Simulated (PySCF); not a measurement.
## How far are cheaper levels from CCSD(T)/CBS for BP⁻?

PySCF; the state is a doublet (σ ↑). The composite is CCSD(T) extrapolated to the basis-set limit from two correlation-consistent sets, with core-valence (CV) and scalar-relativistic (SR) terms as its label shows; it has no spin–orbit coupling and nothing beyond (T). Here it is CCSD(T)/CBS(DT)+CV+SR. It gives Re = 1.704 Å, ωe = 1017 cm⁻¹ and De = 5.35 eV to B + P⁻.

```csv
level,basis,relativity,Re (Å),ωe (cm⁻¹),De (eV)
PBE,aug-pcseg-1,no relativity,1.719,1009,5.64
revPBE,aug-pcseg-1,no relativity,1.724,1000,5.39
BP86,def2-TZVPPD,no relativity,1.708,1013,5.93
r²SCAN,aug-cc-pVDZ-DK,spin-free X2C,1.714,1041,5.51
r²SCAN,aug-pcseg-1,no relativity,1.707,1046,5.57
M06-L,aug-pcseg-1,no relativity,1.700,1060,5.65
B3LYP,aug-cc-pVDZ-DK,spin-free X2C,1.715,1021,5.10
PBE0,aug-cc-pVDZ-DK,spin-free X2C,1.710,1046,5.33
PBE0,aug-cc-pVDZ/aug-cc-pV(D+d)Z,no relativity,1.706,1051,5.40
M06,aug-pcseg-1,no relativity,1.705,1043,5.31
```

Q: Give the difference of each row from the composite.

A: 

```
 level                        basis  ΔRe (pm)  Δωe (%)  ΔDe (eV)
   PBE                  aug-pcseg-1      +1.5     -0.8     +0.29
revPBE                  aug-pcseg-1      +2.0     -1.7     +0.04
  BP86                  def2-TZVPPD      +0.4     -0.4     +0.58
r²SCAN               aug-cc-pVDZ-DK      +1.0     +2.4     +0.16
r²SCAN                  aug-pcseg-1      +0.3     +2.9     +0.22
 M06-L                  aug-pcseg-1      -0.4     +4.2     +0.30
 B3LYP               aug-cc-pVDZ-DK      +1.1     +0.4     -0.25
  PBE0               aug-cc-pVDZ-DK      +0.6     +2.9     -0.02
  PBE0  aug-cc-pVDZ/aug-cc-pV(D+d)Z      +0.2     +3.3     +0.05
   M06                  aug-pcseg-1      +0.1     +2.6     -0.04
```

Q: Which rows come closest in De?

A: PBE0 in aug-cc-pVDZ-DK (-0.02 eV), counted from the composite.

Correlated steps freeze 6 core orbitals. For an ion De counts to the pair picked by the measured ionisation energies or electron affinities, which need not be the lowest pair at this level. The highest Kohn–Sham level is positive in some of these anions. Much of that is self-interaction error, but it also means that the finite basis helps to hold the extra electron. The CCSD T1 diagnostic is raised in BP⁻, a sign that a single reference may not be enough there. The state was picked by a PBE0 search and need not be the measured ground state.
